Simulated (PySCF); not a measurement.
Structure with atom numbers: `[CH3:1][P+:2]([CH3:3])([CH3:4])[CH3:5]`; H(Xn) means a hydrogen on atom n.

Geometry: PBE0-D3(BJ)/def2-SVP; GIAO shifts from PySCF 2.14, gas phase, non-relativistic, averaged over equivalent atoms.

At OPBE/pcSseg-1 (152 basis functions, 18 s wall time on 1 thread of an Arm Neoverse V2, shared host):
```tsv
atoms	δ (ppm)
C1/C3/C4/C5	11.2
P2	4.6
H(C1)/H(C3)/H(C4)/H(C5)	1.84
```

References, each an isolated molecule treated in the same way: TMS for $^{13}$C (σ = 185.13 ppm), $^{1}$H (σ = 31.23 ppm); $^{31}$P (σ = 323.91 ppm) against H3PO4.

What do these become at BP86/pcSseg-1?

## Answers


```json
{"atoms": "C1/C3/C4/C5", "δ at BP86/pcSseg-1": "12.3", "change": "+1.1"}
{"atoms": "P2", "δ at BP86/pcSseg-1": "7.8", "change": "+3.2"}
{"atoms": "H(C1)/H(C3)/H(C4)/H(C5)", "δ at BP86/pcSseg-1": "1.82", "change": "-0.02"}
```

Shifts are taken against calculated references (same method and geometry level): $^{13}$C (σref 179.74), $^{1}$H (σref 31.27) vs TMS; $^{31}$P (σref 294.54) vs H3PO4.

The largest change is at P2 (phosphorus bonded to 4 C). Cost: 152 basis functions, 17 s wall time on 1 thread of an Arm Neoverse V2, shared host.

Experimental scales use liquid or dissolved standards, which lie at an offset from isolated H3PO4.
